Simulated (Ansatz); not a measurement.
# MgNaH (singlet): from Hartree-Fock to the top rungs at distance Na1–Mg2 = 2.354 Å, cc-pVTZ

How much of the correlation energy of MgNaH (singlet) does each wave-function method recover here?

Computed with Ansatz 0.2.0, Gaussian basis. Level: cc-pVTZ, core rule «outside noble gas», up to 10 orbitals frozen.

To be run: UHF; CCSD(T) on RHF; CCSD(T) on UHF; BCCD(T) on RHF; CCSDT(Q) on RHF; CCSDT(Q) on UHF; Full CI.

40 further runs of the same task are left out: 23 for a known fault of the program, 13 that didn't finish, 4 set aside as unsound or not needed. Runs told in other sessions of the task aren't counted.

### Step 1. The geometry

The geometry derives from a PBE0/def2-TZVP stationary point (not a proven minimum). One bond is set to the value named and the two fragments are kept rigid.

3 atoms, charge 0, spin multiplicity 1.

Atoms are counted from 1 here; the program's logs count them from 0.

Bond lengths: Na1–Mg2 2.354 Å, Mg2–H3 1.747 Å. Angles: Na1–Mg2–H3 180.0°.

### Step 2. UHF

File in.yaml:

```yaml
crystal:
  periodic: [false, false, false]
  atoms:
    - {symbol: Na, position_ang: [0.000000, 0.000000, 2.151800]}
    - {symbol: Mg, position_ang: [0.000000, 0.000000, -0.202200]}
    - {symbol: H, position_ang: [0.000000, 0.000000, -1.949600]}
basis:
  gaussian: {orbitals: cc-pVTZ}
magnetization: {spin_polarized: true, initial_magnetization: 0}
hamiltonian: {xc: hf}
output: {orbitals: {seedname: orbitals}}
```

Started as:

```sh
$ ansatz run in.yaml --threads 1 --pin off --events-out ev --progress --plain --max-ram 2393MiB
```

After this run come: CCSD(T) on RHF; CCSD(T) on UHF; BCCD(T) on RHF; CCSDT(Q) on RHF; CCSDT(Q) on UHF; Full CI.

Before running them: what should the planned runs give, taken together? Wanted: FCI from the RHF energy; RMP2 from FCI; RCCSD from FCI; RCCSD(T) from FCI; RCCSDT(Q) from FCI; T1 diagnostic; effectively unpaired electrons.

The runs gave:

| quantity | value |
| --- | --- |
| FCI from the RHF energy | -2.0374 eV |
| RMP2 from FCI | +536.5 meV |
| RCCSD from FCI | +37.6 meV |
| RCCSD(T) from FCI | +9.3 meV |
| RCCSDT(Q) from FCI | +0.2 meV |
| levels within 1 kcal/mol (43 meV) | RCCSD, RCCSD(T), BCCD(T), RCCSDT, RCCSDT(Q) |
| T1 diagnostic | 0.015 |
| effectively unpaired electrons | 0.12 |

RCCSD(T) misses by +9.3 meV, 0.5 % of the correlation energy. One determinant dominates. These misses are within one basis, not against nature.
